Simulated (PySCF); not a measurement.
# Working out the ionisation energy of N

N [He] 2s2 2p3 (4S) → N⁺ [He] 2s2 2p2 (3P). Computed with PySCF 2.14 in ANO-RCC-VTZP (4s3p2d1f, 30 functions), with the spin-free X2C one-electron Hamiltonian (Gaussian nucleus). Frozen: nothing. Energies in hartree (1 hartree = 27.21139 eV):

| part | N (lower) | N⁺ (upper) |
| --- | --- | --- |
| UHF | -54.433556 | -53.922967 |
| MP2 opposite-spin | -0.072554 | -0.063783 |
| MP2 same-spin | -0.031585 | -0.014444 |

Question: What does Hartree-Fock give?

Answer: (-53.922967) − (-54.433556) = 0.510589 hartree = 13.894 eV.

Question: What do MP2 and SCS-MP2 (6/5 opposite-spin, 1/3 same-spin) give?

Answer: The opposite-spin parts differ by 0.239 eV and the same-spin parts by 0.466 eV. MP2: 13.894 + (0.239) + (0.466) = 14.599 eV. SCS-MP2: 13.894 + 1.2 × (0.239) + (0.466)/3 = 14.336 eV.

Measured between the centres of the two terms (NIST): 14.545 eV, so MP2 (valence and next inner shell) is off by 0.054 eV.

What remains against the reference includes basis incompleteness and correlation beyond second order.
